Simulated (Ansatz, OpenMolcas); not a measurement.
# From OpenMolcas to Ansatz

OpenMolcas 26.06 runs this on BF (SMILES [B]F):

mol.input:
```
* BF Kohn-Sham DFT
&GATEWAY
BasLib=$CurrDir
Coord
2
bohr
B      0.00000000     0.00000000    -1.21104988
F      0.00000000     0.00000000     2.36922523
Basis=STO-3G
Group=NoSym
&SEWARD
GridInput
Grid=UltraFine
End of Grid
&SCF
KSDFT=PBE
Thresholds=1e-10 1e-07 1e-07 1e-05
PrOrbitals=1 1
```

```bash
$ export MOLCAS_MEM=1860
$ pymolcas mol.input > mol.log
```

(Basis files named in the input come from the Basis Set Exchange and aren't shown.)

The B1–F2 distance was set to 1.895 Å, away from the relaxed value.

It gives a total energy of -122.592789 Eh.

**Question.** How is this level of theory, on these atoms, set up in Ansatz 0.2.0 as an input file of the program's own?

**Answer.** This input was run:

in.yaml:
```yaml
crystal:
  periodic: [false, false, false]
  atoms:
    - {symbol: B, position_ang: [0.000000, -0.000000, -0.640860]}
    - {symbol: F, position_ang: [-0.000000, 0.000000, 1.253740]}
basis:
  gaussian:
    orbitals: STO-3G
accuracy: high
hamiltonian:
  xc: pbe
```

```bash
$ ansatz run in.yaml --threads 1 --pin off --max-ram 3480MiB --events-out events.jsonl --progress --plain --runs-dir runs
```

Its energy is -122.592789 Eh, 0.000 mEh from the first.
